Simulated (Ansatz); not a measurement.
All values below come from frozen-core CCSD(T)/cc-pVTZ // PBE0-D3(BJ)/def2-TZVP run with Ansatz (a quantum-chemistry and plane-wave program).

Ansatz 0.2 input:
```yaml
crystal:
  periodic: [false, false, false]
  atoms:
    - { symbol: C, position_ang: [0.000002, 0.000001, 0.000178] }
    - { symbol: H, position_ang: [1.04897, -0.257729, -0.000119] }
    - { symbol: H, position_ang: [-0.74768, -0.779567, -0.002047] }
    - { symbol: H, position_ang: [-0.30129, 1.037294, 0.001987] }
basis:
  gaussian: { orbitals: cc-pVTZ }
correlation:
  method: ccsd_t
magnetization:
  spin_polarized: true
  initial_magnetization: 1
```

Output:

```
Functional definition: HF
394 factors; integrals over basis functions are off by at most 1.0e-3 eV
mean field evaluation 1: about -1076.2609 eV, gradient 1.1e1 eV
mean field evaluation 2: about -1076.2604 eV, gradient 1.1e1 eV
mean field evaluation 4: about -1076.9452 eV, gradient 1.1e0 eV
mean field evaluation 8: about -1076.9568 eV, gradient 4.0e-4 eV
mean field evaluation 16: about -1076.9578 eV, gradient 1.2e-1 eV
mean field -1076.95680936 eV, -39.5774327564 hartree, gradient 7.5e-7 eV, S^2 0.761762; 0 other end points of the search recorded, 0 dependent functions left out
1 core orbitals not correlated
reference -1076.95680936 eV, -39.5774327564 hartree; 4, 3 occupied and 67, 68 virtual orbitals, 394 factors
second order -4.30453508 eV of doubles, -0.00000000 eV of singles
cycle   1  -4.71470585 eV  change   -4.1e-1 eV  update   3.9e-2
cycle   2  -4.85209086 eV  change   -1.4e-1 eV  update   1.4e-2
cycle   3  -4.86495969 eV  change   -1.3e-2 eV  update   4.6e-3
cycle   4  -4.86544779 eV  change   -4.9e-4 eV  update   1.8e-3
cycle   5  -4.86568058 eV  change   -2.3e-4 eV  update   5.5e-4
cycle   6  -4.86576254 eV  change   -8.2e-5 eV  update   1.3e-4
cycle   7  -4.86577932 eV  change   -1.7e-5 eV  update   3.8e-5
cycle   8  -4.86577924 eV  change    7.2e-8 eV  update   1.1e-5
cycle   9  -4.86577779 eV  change    1.5e-6 eV  update   2.6e-6
perturbative correction -0.12860648 eV, -0.0047262009 hartree
Total energy: -1081.95119363 eV, -39.7609729931 hartree
```

Cost: very roughly 3 core-seconds.
